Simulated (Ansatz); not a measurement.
Relaxation of CH₅AlB (8 atoms, charge 0, multiplicity 2), to a largest force component of 0.015 eV/Å in at most 40 steps.

These are results of UKS r2SCANh-D4/6-31G* (Ansatz), not measurements.

```xyz
8
Properties=species:S:1:pos:R:3
B -1.914 0.776 -1.103
Al -0.005 0.525 -0.498
C 0.799 -0.704 0.859
H -2.996 0.906 -1.513
H 1.135 1.379 -1.165
H 0.748 -0.335 1.893
H 1.871 -0.835 0.645
H 0.362 -1.712 0.882
```

Question: Where does it end, and by what steps?

Answer: The forces met the threshold. The force dipped under the threshold on the way, but the program's further checks kept it going. After 21 steps the energy has fallen by 0.113 eV; H7 moved furthest, 0.52 Å.

```csv
step,energy less start (eV),largest force component (eV/Å),accepted
0,0.0000,0.745,yes
1,-0.0893,0.181,yes
2,-0.1030,0.090,yes
3,-0.1043,0.158,yes
4,-0.1070,0.043,yes
5,-0.1082,0.020,yes
6,-0.0921,0.585,no
7,-0.1092,0.040,yes
8,-0.1091,0.197,no
9,-0.1081,0.134,no
10,-0.1097,0.018,yes
11,-0.1105,0.035,yes
12,-0.1107,0.135,yes
13,-0.1116,0.047,yes
14,-0.1121,0.014,yes
15,-0.1119,0.117,no
16,-0.1125,0.031,yes
17,-0.1123,0.108,no
18,-0.1129,0.020,yes
19,-0.1129,0.041,yes
20,-0.1130,0.024,yes
21,-0.1130,0.000,yes
```

```xyz
8
Properties=species:S:1:pos:R:3
B -1.798 0.625 -1.144
Al 0.120 0.619 -0.446
C 0.767 -0.717 0.842
H -2.913 0.644 -1.562
H 1.068 1.775 -1.011
H 1.103 -0.230 1.766
H 1.636 -1.251 0.439
H 0.017 -1.464 1.116
```

Whether the end is a true minimum wasn't checked by a vibrational analysis.

The run took 110 s on 1 thread of Arm Neoverse V2, on a shared host, peak memory 0.19 GiB.
